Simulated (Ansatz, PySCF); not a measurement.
Species: Cl₂ (charge 0, singlet). SMILES: ClCl
Coordinates optimised at B3LYP-D3(BJ)/def2-TZVP (Ansatz, a program for electronic structure):
```
Cl
Cl 1 2.0135
```

Unscaled harmonic wavenumbers (cm⁻¹) in rising order, each level at the stationary point that it reaches from this structure (no distance between atoms moves by over 0.3 Å); the order of modes can differ between levels, and a negative number is imaginary. B3LYP-D3(BJ)/def2-TZVP (PySCF, at the structure above): 537.

HF/3-21G (Ansatz): 507. Zero-point energy 0.7 against 0.8 kcal/mol; where all levels lie over 400 cm⁻¹, the wavenumbers are on average 0.943 times those of B3LYP-D3(BJ)/def2-TZVP.

HF/6-31G* (Ansatz): 595. Zero-point energy 0.9 against 0.8 kcal/mol; where all levels lie over 400 cm⁻¹, the wavenumbers are on average 1.109 times those of B3LYP-D3(BJ)/def2-TZVP.

B3LYP/6-31G* (Ansatz): 517. Zero-point energy 0.7 against 0.8 kcal/mol; where all levels lie over 400 cm⁻¹, the wavenumbers are on average 0.962 times those of B3LYP-D3(BJ)/def2-TZVP.
